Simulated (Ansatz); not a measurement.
The same path of H6N2Si (9 atoms, charge 0, multiplicity 1) was run twice with different band settings. Lost on the way: Si1–H5. Made: N2–H5.

These are results of Ansatz, RKS B3LYP/def2-SVP, not measurements.

Relaxed end points:

```xyz
9
Properties=species:S:1:pos:R:3
Si 0.358 -0.092 0.057
N 0.671 -0.162 1.756
H -0.079 -0.083 2.435
H 1.550 0.184 2.128
H 1.728 -0.137 -0.548
H -0.323 1.133 -0.477
N -0.741 -1.365 -0.345
H -0.514 -2.337 -0.160
H -1.361 -1.271 -1.144
```

```xyz
9
Properties=species:S:1:pos:R:3
Si 0.086 0.207 -0.651
N 1.184 -0.089 1.221
H 0.652 -0.782 1.753
H 1.281 0.757 1.788
H 2.119 -0.469 1.060
H -0.869 1.047 0.218
N -0.809 -1.311 -0.500
H -1.695 -1.432 -0.016
H -0.659 -2.058 -1.171
```

Common settings: movable images 9; climbing image yes; spring 5.0 eV/Å²; optimiser quadratic models (default); start path through a guess of the saddle point; iteration limit 60; end points relaxed.

| run | force threshold |
| --- | --- |
| 1 | 0.03 eV/Å |
| 2 | 0.5 eV/Å |

**Question.** What does each run give, and how far can it be trusted?

**Answer.** Run 1: converged after 39 iterations, highest image 3.028 eV above the first end. The profile has 3 maxima (images 1, 5, 8) with wells between them (images 2, 6): this band takes more than one step, which may be the mechanism or a detour left from its start path. Neighbouring images differ by up to 3.0 eV, so the band resolves the path poorly. A vibrational analysis at the climbing image gives one clearly imaginary mode, 1494i cm⁻¹: a first-order saddle point.
Run 2: converged after 14 iterations, highest image 3.111 eV above the first end. The threshold of 0.5 eV/Å is loose, so the images may lie well off the minimum-energy path. The profile has 3 maxima (images 1, 4, 8) with wells between them (images 3, 5): this band takes more than one step, which may be the mechanism or a detour left from its start path. Neighbouring images differ by up to 2.6 eV, so the band resolves the path poorly. The order of the stationary point at the top wasn't checked.
The orbitals stay closed-shell, which can raise the energy where a bond breaks towards radicals; this wasn't checked here.
